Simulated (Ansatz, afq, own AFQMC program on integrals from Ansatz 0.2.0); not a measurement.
NHO, singlet: AFQMC among the cluster methods

```xyz
3

N     0.0000   -0.1339    0.5885
O     0.0000    0.0668   -0.5843
H     0.0000    0.7999    1.0971
```

Connectivity, by distances: NH–O.

Basis cc-pVDZ. Only valence electrons are correlated. AFQMC by an in-house program on the Cholesky factors that Ansatz 0.2.0 writes for its CCSD(T) run. The CISD trial takes its coefficients from CCSD amplitudes. Released means that phaseless walkers are propagated on without the constraint, phases kept. ± is one standard error of the sampling.

Determinant: RHF, the one that the program's search chose, which needn't be the lowest solution. The geometry is a point of a scan.

No full CI on the walks' own integrals is used here; CCSDT(Q) serves as the reference and is uncertain by about the last step of the cluster series.

Cautions: higher spins were not checked; restricted determinant unstable towards unrestricted (UHF 91 meV lower, ⟨S²⟩ 0.41).

```
T1 diagnostic                               : 0.0153
weight of the determinant in the CISD state : 0.886
size of the correlated space                : 12 electrons in 31 orbitals
```

```
  level  correlation energy (eV)
    MP2                  -9.4212
   CCSD                  -9.7583
CCSD(T)                 -10.0714
```

(1) Estimate where phaseless AFQMC with a CISD trial lies against CCSD(T) on the same integrals.

(1) 1.33 ± 0.56 kcal/mol below CCSD(T).

Reference: CCSDT(Q), correlation energy -10.123 eV. The released energy is read at 2.40 1/Eh (meV from the phaseless value at times in 1/Eh: -3 ± 20 at 0.24, -7 ± 21 at 0.51, 2 ± 19 at 0.99, -12 ± 23 at 1.62, -29 ± 31 at 2.40).

| level | E − E(reference) (kcal/mol) | share of correlation (%) |
| --- | --- | --- |
| CCSD(T) | 1.19 | 99.49 |
| CCSDT | 0.98 | 99.58 |
| ph-AFQMC/HF | -1.98 ± 2.03 | 100.85 |
| ph-AFQMC/CISD | -0.13 ± 0.56 | 100.06 |
| released AFQMC | -0.81 ± 0.70 | 100.35 |

A walk keeps the symmetry of its determinant, which the program's search chose and which needn't be the lowest solution, so a lower state of the same spin and another symmetry isn't excluded. Released energies are given only where the last usable release times agree within the noise; a slower fall can still hide under it.
